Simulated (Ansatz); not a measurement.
The input, for Ansatz 0.2.0:

```yaml
crystal:
  periodic: [false, false, false]
  atoms:
    - {symbol: Si, position_ang: [0.000000, 0.000000, 0.653262]}
    - {symbol: B, position_ang: [0.000000, 0.000000, -1.979738]}
    - {symbol: H, position_ang: [0.000000, 1.212692, 1.515841]}
    - {symbol: H, position_ang: [0.000000, -1.212692, 1.515841]}
basis:
  gaussian: {orbitals: 6-31G}
magnetization: {spin_polarized: false, initial_magnetization: 3}
correlation: {method: ccsdt_q, electrons: outside_noble_gas}
```

```sh
$ ansatz run in.yaml --threads 1 --pin off --events-out ev --progress --plain --max-ram 4096MiB --backend cpu
```

Question: Roughly how long does this take on 1 thread of AMD EPYC 7R13, shared host, and how much host memory?

Answer: 4.1 s wall and 0.13 GiB.

```
564 factors; integrals over basis functions are off by at most 1.3e-7 eV
mean field evaluation 1: about -8556.6412 eV, gradient 7.7e0 eV
mean field evaluation 2: about -8556.6430 eV, gradient 7.7e0 eV
mean field evaluation 4: about -8557.6673 eV, gradient 9.1e-1 eV
mean field evaluation 8: about -8557.6818 eV, gradient 2.0e-2 eV
mean field evaluation 16: about -8556.6414 eV, gradient 7.7e0 eV
mean field evaluation 32: about -8557.6819 eV, gradient 2.5e-5 eV
mean field evaluation 64: about -8557.6112 eV, gradient 5.0e-1 eV
mean field evaluation 96: about -8556.1496 eV, gradient 6.0e-2 eV
mean field evaluation 128: about -8554.6030 eV, gradient 2.5e-1 eV
mean field evaluation 160: about -8554.8069 eV, gradient 5.0e0 eV
...
cycle  12  -3.04646114 eV  change   -1.4e-4 eV  update   1.5e-4
cycle  13  -3.04664943 eV  change   -1.9e-4 eV  update   6.4e-5
cycle  14  -3.04666783 eV  change   -1.8e-5 eV  update   3.3e-5
cycle  15  -3.04664831 eV  change    2.0e-5 eV  update   1.9e-5
cycle  16  -3.04663211 eV  change    1.6e-5 eV  update   8.5e-6
cycle  17  -3.04662902 eV  change    3.1e-6 eV  update   5.0e-6
cycle  18  -3.04663041 eV  change   -1.4e-6 eV  update   2.5e-6
cycle  19  -3.04663368 eV  change   -3.3e-6 eV  update   1.4e-6
cycle  20  -3.04663526 eV  change   -1.6e-6 eV  update   7.7e-7
cycle  21  -3.04663530 eV  change   -3.3e-8 eV  update   4.3e-7
perturbative correction -0.00327219 eV, -0.0001202506 hartree
Total energy: -8560.73176605 eV, -314.6010897298 hartree
```

For the same geometry and basis full CI lies 1.1 meV lower.
